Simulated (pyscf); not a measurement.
InH [singlet] + hydrogen fluoride (HF) -> F–In [singlet] + hydrogen (H₂), a four-centre exchange (singlet surface; H–In, F–H broken, F–In, H–H formed). Structures and frequencies: ωB97X-D3(BJ)/def2-SVP in PySCF. Energies in eV from the separated reactants.

Small-basis levels: PySCF, no dispersion term, spherical d functions. AM1 to PM7: differences of heats of formation from MOPAC, which are fitted to 298 K values and so differ in kind from electronic energies by zero-point and thermal terms. GFN2-xTB: tblite. 

| level | barrier | reaction energy |
|---|---|---|
| HF/6-31G*+LANL2DZ | 0.14 | -1.62 |
| BP86/6-31G*+LANL2DZ | -0.73 | -2.01 |
| PBE/6-31G*+LANL2DZ | -0.81 | -2.03 |
| B3LYP/6-311+G**+LANL2DZ | -0.41 | -1.79 |
| B3LYP/def2-SVP | -0.58 | -1.56 |
| GFN2-xTB | -1.21 | -2.58 |
| AM1 | 1.09 | -0.65 |
| PM3 | 0.83 | -1.66 |
| PM6 | -0.10 | -3.06 |
| ωB97M-D3(BJ)/def2-TZVP | -0.32 | -1.49 |

Against the last row the barrier runs from -0.88 (GFN2-xTB) to +1.42 eV (AM1). ωB97M-D3(BJ)/def2-TZVP has limits of its own. On the reactant side the descent ends in a bound adduct, 0.47 eV under the separated species and 0.08 eV under the saddle at ωB97X-D3(BJ)/def2-TZVP. At ωB97M-D3(BJ) the saddle lies under the separated reactants, which points to a path from their complex (located at ωB97X-D3(BJ) alone). At the saddle there is also a short H–In contact that neither side keeps. One saddle was located; it need not be the lowest between these sides. In the def2 sets elements past Kr carry core potentials, without spin-orbit coupling.
